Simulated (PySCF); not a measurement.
## Orbital picture of LiH

B97-3 at R = 1.598 Å; Li def2-SVPD, H def2-SVPD; no relativity (PySCF 2.14). State: ¹Σ⁺ (singlet), closed shell. Only the outer orbitals are listed, counted within each symmetry.

| orbital | occ. | ε (eV) | on Li (%) | main shells (%) |
| --- | --- | --- | --- | --- |
| 1σ | 2 | -55.40 | 99 | 99 Li s |
| 2σ | 2 | -5.41 | 32 | 68 H s, 20 Li s, 12 Li p |
| 3σ | 0 | -0.83 | 97 | 61 Li s, 36 Li p |
| 1π | 0 | 0.23 | 101 | 101 Li p |
| 1π | 0 | 0.23 | 101 | 101 Li p |

**Question.** Which are the highest filled and the lowest empty level, where do they sit, and how wide is the gap?

**Answer.** Highest filled 2σ at -5.41 eV (in %: 68 H s, 20 Li s, 12 Li p); lowest empty 3σ at -0.83 eV (in %: 61 Li s, 36 Li p); the gap at B97-3 is 4.58 eV.

| Property | Result |
| --- | --- |
| bond order (Mayer) | 0.89 |
| ⟨S²⟩ | 0.000 |
| charge on Li (Mulliken, basis-dependent) | 0.38 |
| charge on Li (Löwdin, basis-dependent) | 0.30 |
| dipole moment (positive dipole means Li(−)H(+)) | -5.84 D |

Shares are Mulliken populations and can fall outside 0 to 100 %.
